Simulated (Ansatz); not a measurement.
in.yaml

```yaml
crystal:
  periodic: [false, false, false]
  atoms:
    - {symbol: Si, position_ang: [0.000000, -0.094141, 1.124038]}
    - {symbol: S, position_ang: [0.000000, 0.044996, -1.043902]}
    - {symbol: H, position_ang: [0.000000, 1.191747, 1.888549]}
basis:
  gaussian: {orbitals: cc-pVTZ}
total_charge: 1
magnetization: {spin_polarized: false, initial_magnetization: 2}
correlation: {method: ccsd_t, electrons: outside_noble_gas}
```

```sh
$ ansatz run in.yaml --threads 1 --pin off --events-out ev --progress --plain --max-ram 4096MiB --backend cpu
```

Log:

```
482 factors; integrals over basis functions are off by at most 6.8e-4 eV
mean field evaluation 1: about -18684.9651 eV, gradient 1.7e1 eV
mean field evaluation 2: about -18684.9733 eV, gradient 1.7e1 eV
mean field evaluation 4: about -18686.6931 eV, gradient 2.3e0 eV
mean field evaluation 8: about -18686.7776 eV, gradient 5.1e-3 eV
mean field evaluation 16: about -18686.6834 eV, gradient 2.3e0 eV
mean field evaluation 32: about -18686.4964 eV, gradient 1.0e-1 eV
mean field evaluation 64: about -18686.7703 eV, gradient 3.8e-1 eV
mean field evaluation 96: about -18684.1566 eV, gradient 1.3e-4 eV
mean field evaluation 128: about -18686.4966 eV, gradient 4.0e-6 eV
mean field evaluation 160: about -18686.4966 eV, gradient 5.2e-3 eV
mean field evaluation 192: about -18681.7841 eV, gradient 2.4e-1 eV
mean field evaluation 224: about -18682.0582 eV, gradient 2.3e1 eV
mean field evaluation 256: about -18684.1566 eV, gradient 3.0e-2 eV
mean field evaluation 288: about -18686.7722 eV, gradient 5.6e-1 eV
mean field evaluation 320: about -18683.7656 eV, gradient 8.4e-2 eV
mean field evaluation 352: about -18683.8630 eV, gradient 3.4e-3 eV
mean field evaluation 384: about -18686.4966 eV, gradient 2.9e-4 eV
mean field evaluation 416: about -18683.7702 eV, gradient 4.4e-1 eV
mean field -18686.77761219 eV, -686.7264108951 hartree, gradient 2.2e-6 eV, S^2 2.000000; 14 other end points of the search recorded, 0 dependent functions left out
mean field evaluation 448: about -18686.9828 eV, gradient 1.4e-2 eV
mean field evaluation 480: about -18686.9797 eV, gradient 5.3e-1 eV
mean field evaluation 512: about -18686.9825 eV, gradient 8.0e-2 eV
determinant -18686.77761219 eV, -686.7264108951 hartree, with singles and doubles -18693.69410563 eV, -686.9805873408 hartree
determinant -18686.49659448 eV, -686.7160836847 hartree, with singles and doubles -18693.46305597 eV, -686.9720964224 hartree
determinant -18684.15660880 eV, -686.6300907974 hartree, with singles and doubles -18691.58444566 eV, -686.9030587671 hartree
determinant -18683.86296995 eV, -686.6192997683 hartree, with singles and doubles -18691.17469933 eV, -686.8880008671 hartree
determinant -18683.76563616 eV, -686.6157228176 hartree, with singles and doubles -18691.17863568 eV, -686.8881455253 hartree
determinant -18686.77761219 eV, -686.7264108951 hartree, with singles and doubles -18693.63014446 eV, -686.9782368112 hartree
determinant -18686.49659448 eV, -686.7160836847 hartree, with singles and doubles -18693.40709519 eV, -686.9700399017 hartree
10 core orbitals not correlated: weight in the atoms' cores, before any rotation towards them, 1.000 or more for the frozen orbitals, at most 0.000 for the correlated occupied ones
reference -18686.77761219 eV, -686.7264108951 hartree; 6, 4 occupied and 66, 68 virtual orbitals, 482 factors
second order -5.82087128 eV of doubles, -0.11911658 eV of singles
cycle   1  -6.85253167 eV  change    6.0e-7 eV  update   4.0e-6
perturbative correction -0.34212989 eV, -0.0125730417 hartree
Total energy: -18693.97227375 eV, -686.9908098309 hartree
```

For the same geometry and basis UCCSDT(Q) lies 82.3 meV lower.

Ran on 1 thread of AMD EPYC 7R13, shared host: 24 s wall, 0.32 GiB peak host memory.
